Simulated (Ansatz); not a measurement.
# Worked example: correlation energy of [H···H···OH], doublet

Geometry: a point of a hydrogen-transfer path between rigid fragments, not a stationary point.

```yaml
atoms:
  - { symbol: H, position_ang: [-1.8029, 0.0498, 0.0000] }
  - { symbol: H, position_ang: [-0.9649, 0.0498, 0.0000] }
  - { symbol: O, position_ang: [0.1491, 0.0498, 0.0000] }
  - { symbol: H, position_ang: [0.4010, -0.8901, 0.0000] }
```

Basis cc-pVTZ; Ansatz 0.2.0. Correlated methods freeze the noble-gas cores, which leaves 9 electrons in 71 orbitals. Prefix R: restricted or restricted open-shell reference; prefix U: unrestricted.

Full CI isn't at hand for all of this; UCCSDT(Q) serves as the reference, and is uncertain by about the last step of the cluster series.

Runs differ by some tens of microhartree through their thresholds and, for an open shell, their frozen cores, so steps under 0.03 kcal/mol mean nothing.

```tsv
level	total energy (hartree)
UHF	-76.508793
UMP2	-76.776485
UCCSD	-76.790412
UCCSD(T)	-76.798970
UCCSDT	-76.799264
UCCSDT(Q)	-76.799722
```

What is the correlation energy at UCCSDT(Q), and what share of it do UMP2 and UCCSD recover?

E(corr) = -76.799722 − (-76.508793) = -0.290929 hartree = -7.917 eV. UMP2: -0.267692 / -0.290929 = 92.01 %. UCCSD: -0.281619 / -0.290929 = 96.80 %.

By how many kcal/mol does UCCSD(T) miss UCCSDT(Q) (1 hartree = 627.509 kcal/mol), and which steps make up the rest?

-76.798970 − (-76.799722) = 0.000752 hartree = 0.47 kcal/mol. Steps: UCCSDT − UCCSD(T) = -0.18, UCCSDT(Q) − UCCSDT = -0.29 kcal/mol. That is within 1 kcal/mol of the reference in this basis, which itself misses far more of the correlation at the basis-set limit.
